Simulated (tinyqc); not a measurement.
Worked calculation: Hueckel theory of the pi electrons, for the molecule C=CC(=O)Cl (SMILES; centres numbered as the heavy atoms are written). One step of it, computed by the program tinyqc.

Question. Energy, charges, bond orders. E = sum n x; q_r = z_r - P_rr; bond order p = P_rs; free valence = sqrt(3) - sum of p over the bonds of the atom.

x values: 2.201030  1.715947  1.000000  -0.369595  -1.547382

occupations: 2.000000  2.000000  2.000000  0.000000  0.000000

charge and bond-order matrix P:
```
            1C         2C        3C         4O        5Cl
1C    0.777538   0.867770  0.258099  -0.354692  -0.071168
2C    0.867770   1.035637  0.484610  -0.096593  -0.039097
3C    0.258099   0.484610  0.665306   0.742709   0.186818
4O   -0.354692  -0.096593  0.742709   1.548715  -0.110265
5Cl  -0.071168  -0.039097  0.186818  -0.110265   1.972804
```

Centres:
```
centre  z_r, pi electrons of the neutral centre         h
1C                                            1  0.000000
2C                                            1  0.000000
3C                                            1  0.000000
4O                                            1  1.000000
5Cl                                           2  2.000000
```

Bonds:
```
i  j         k
1  2         1
2  3         1
3  4         1
3  5  0.400000
```

Give: pi energy = 6 alpha + this times beta; pi charges; Bond orders and lengths from R = 1.517 - 0.180 p; free valence of the carbons; gap between the highest filled and the next level.

Answer.

pi energy = 6 alpha + this times beta = 9.834

pi charges: 1C 0.222, 2C -0.036, 3C 0.335, 4O -0.549, 5Cl 0.027

Bond orders and lengths from R = 1.517 - 0.180 p (angstrom, C-C alone):
```
bond      p      R
1-2   0.868  1.361
2-3   0.485  1.430
3-4   0.743      -
3-5   0.187      -
```

free valence of the carbons: 1C 0.864, 2C 0.380, 3C 0.318

gap between the highest filled and the next level = 1.370 |beta|
